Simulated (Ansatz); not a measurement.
Results of PBEsol (Ansatz, an electronic-structure program, plane waves, PAW) for rock-salt TiC.

Numerical settings: plane-wave cutoff 520 eV, 26×26×26 k mesh, Fermi–Dirac smearing 0.056 eV (set by the program), no spin polarisation, scalar-relativistic PAW data made under PBE.

Computed at the level's own relaxed cell.

Elastic tensor (GPa, Voigt notation, ions relaxed):

```
  555.9   123.4   123.4     0.0     0.0     0.0
  123.4   555.9   123.4     0.0     0.0     0.0
  123.4   123.4   555.9     0.0     0.0     0.0
    0.0     0.0     0.0   172.1     0.0     0.0
    0.0     0.0     0.0     0.0   172.1     0.0
    0.0     0.0     0.0     0.0     0.0   172.1
```

Work out the Voigt, Reuss and Hill averages of the bulk and shear moduli, Young's modulus and Poisson's ratio from the printed constants.

K_V = [C11 + C22 + C33 + 2(C12 + C13 + C23)]/9 = [1667.7 + 2 × 370.2]/9 = 267.6 GPa. G_V = [1667.7 − 370.2 + 3 × 516.3]/15 = 189.8 GPa. From the compliances S = C⁻¹, K_R = 267.6 and G_R = 187.4 GPa. Hill means: K = 267.6, G = 188.6 GPa. E = 9KG/(3K + G) = 458 GPa, ν = (3K − 2G)/(6K + 2G) = 0.21, K/G = 1.42.

Measured, for comparison: elastic constant C11 500 GPa (temperature not stated, not corrected to a static lattice, our sources range from 500 to 514; as tabulated in Jochym et al. (1999), arXiv:1301.6077); elastic constant C12 113 GPa (temperature not stated, not corrected to a static lattice, our sources range from 106 to 113; as tabulated in Jochym et al. (1999), arXiv:1301.6077); elastic constant C44 175 GPa (temperature not stated, not corrected to a static lattice; as tabulated in Jochym et al. (1999), arXiv:1301.6077). Computed (rounded) less measured: elastic constant C11 +11 % (+8 % to +11 % over the range), elastic constant C12 +9 % (+9 % to +16 % over the range), elastic constant C44 -2 %. A static lattice is as a rule a little smaller and stiffer than an uncorrected measurement, which narrows the difference in the elastic constant C12 and would widen misses of the other sign.

Static lattice: no zero-point or thermal effects.
